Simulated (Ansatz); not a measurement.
# C3H9N: how energies converge with the basis set

Aim: see how fast density functionals converge with the basis set for C3H9N.

Computed with Ansatz 0.2.0, Gaussian basis. Level: one geometry, several basis sets.

The runs, in order: PBE0-D4/def2-SVP; ωB97M-V/def2-SVP; PBE0-D4/def2-QZVPP; ωB97M-V/def2-QZVPP; the functionals' def2-TZVPP values are taken from earlier runs.

**1. Structure used throughout**

All runs share one geometry, relaxed beforehand with PBE0-D4 in a triple-zeta def2 set.

13 atoms, charge 0, spin multiplicity 1.

Atoms are counted from 1 here; the program's logs count them from 0.

Bond lengths: C1–C2 1.517 Å, C1–H5 1.094 Å, C1–H6 1.093 Å, C1–H7 1.092 Å, C2–C3 1.517 Å, C2–N4 1.458 Å, C2–H8 1.104 Å, C3–H9 1.092 Å, C3–H10 1.094 Å, C3–H11 1.093 Å, N4–H12 1.013 Å, N4–H13 1.013 Å. Angles: C2–C1–H5 111.2°, C2–C1–H6 110.1°, C2–C1–H7 111.0°, H5–C1–H6 108.0°, H5–C1–H7 107.8°, H6–C1–H7 108.7°, C1–C2–C3 111.4°, C1–C2–N4 108.8°, C1–C2–H8 107.8°, C3–C2–N4 108.8°, C3–C2–H8 107.8°, N4–C2–H8 112.1°, C2–C3–H9 111.0°, C2–C3–H10 111.2°, C2–C3–H11 110.1°, H9–C3–H10 107.8°, H9–C3–H11 108.7°, H10–C3–H11 108.0° and more.

**2. PBE0-D4 in def2-SVP**

The input, in.yaml:

```yaml
crystal:
  periodic: [false, false, false]
  atoms:
    - {symbol: C, position_ang: [-0.808969, 0.917396, -0.657489]}
    - {symbol: C, position_ang: [-0.090518, -0.317159, -0.145730]}
    - {symbol: C, position_ang: [1.385754, -0.046452, 0.076831]}
    - {symbol: N, position_ang: [-0.691451, -0.720908, 1.120379]}
    - {symbol: H, position_ang: [-1.872138, 0.717092, -0.818866]}
    - {symbol: H, position_ang: [-0.724823, 1.729177, 0.069537]}
    - {symbol: H, position_ang: [-0.384683, 1.251255, -1.607130]}
    - {symbol: H, position_ang: [-0.177510, -1.102385, -0.916393]}
    - {symbol: H, position_ang: [1.871403, 0.260672, -0.852211]}
    - {symbol: H, position_ang: [1.900177, -0.939619, 0.443046]}
    - {symbol: H, position_ang: [1.514498, 0.745571, 0.818963]}
    - {symbol: H, position_ang: [-1.673904, -0.934124, 0.995968]}
    - {symbol: H, position_ang: [-0.247826, -1.560517, 1.473095]}
basis:
  gaussian: {orbitals: def2-SVP}
hamiltonian: {xc: pbe0, dispersion: d4}
output: {orbitals: {seedname: orbitals}}
```

Run with:

```bash
ansatz run in.yaml --threads 4 --pin off --events-out ev --progress --plain --max-ram 10444MiB
```

The runs that follow: ωB97M-V in def2-SVP; PBE0-D4 in def2-QZVPP; ωB97M-V in def2-QZVPP.

Before running them: what should the planned runs give, taken together? Wanted: PBE0-D4: double and triple zeta above quadruple; ωB97M-V: double and triple zeta above quadruple.

As calculated:

| quantity | value |
| --- | --- |
| PBE0-D4: double and triple zeta above quadruple | 5.63, 0.29 eV |
| ωB97M-V: double and triple zeta above quadruple | 5.95, 0.29 eV |

In words: PBE0-D4 gains 5.34 eV from double to triple zeta, then 0.29 eV more. These are total energies; as a rule much of such shifts cancels in differences, which this series doesn't test. The LUMO of ωB97M-V is positive and keeps falling with the basis (3.31 to 1.80 eV): an unbound level that the basis holds in place.
